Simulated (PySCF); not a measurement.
**Does the structure fit the spectrum?**

A compound C$_{5}$H$_{13}$N gives the data below (simulated from a calculation) and was assigned the structure `CC(C)[C@H](C)N`.

¹³C{¹H} NMR (computed): δ 65.6 (CH2), 47.6 (CH3, 2C), 26.8 (CH2), 14.4 (CH3).

¹H NMR (500 MHz, computed): δ 2.20 (s, 6H), 2.01 (t, 2H), 1.51 (m, 2H), 0.97 (t, 3H).

- σ from GIAO-PBE0/pcSseg-1
- geometry from GFN2-xTB
- program: PySCF 2.14
- one conformer, gas phase, averaged over atoms made equivalent by symmetry, fast rotation or ring inversion, non-relativistic Hamiltonian

Scale: ¹H and ¹³C against TMS (reference shieldings calculated alike).

Problem. Compare with the shifts computed for the proposed structure, pairing carbons in order of shift.

Solution. Structure with atom numbers: `[CH3:1][CH:2]([CH3:3])[C@H:4]([CH3:5])[NH2:6]`. Each H is labelled by its parent atom.

```tsv
atom	computed for proposal	given list	difference
C4	56.3	65.6	-9.3
C2	42.7	47.6	-4.9
C3	22.8	47.6	-24.8
C5	15.4	26.8	-11.4
C1	14.7	14.4	+0.3
```

The rms difference is 13.1 ppm and the largest -24.8 ppm at C3 (methyl carbon). The proposal also would give 5 carbon signals, not 4. The carbon types in order of shift don't match either: CH, CH, CH3, CH3, CH3 for the proposal against CH2, CH3, CH3, CH2, CH3 in the data. The proposal doesn't fit.

Problem. Which isomer fits?

Solution. `C(CC)N(C)C`.

1. Carbon types of the structure: 2 × CH2, 3 × CH3, which accounts for all hydrogens.
2. δC 65.6: sp3 CH2 bonded to N; deshielded by the electronegative neighbour.
3. δC 26.8: sp3 CH2; saturated and bonded to C and H only.
4. δC 14.4: methyl carbon; aliphatic region, no heteroatom directly attached.
5. δH 0.97: hydrogen on a methyl carbon; far from electronegative atoms and π systems.

This is the structure that produced the data.

Shifts are as computed. Against solution values, carbons near 30 ppm lie about +3 ppm off and those near 130 ppm about +5 ppm. Of 1211 compounds with measured shifts, 218 miss one by over three times the rms of a fit or turn the order of signals round; such compounds aren't used in these exercises. Multiplicities follow the n + 1 count of equivalent neighbours, as no J values were calculated; m marks all less simple cases, F and P coupling included.
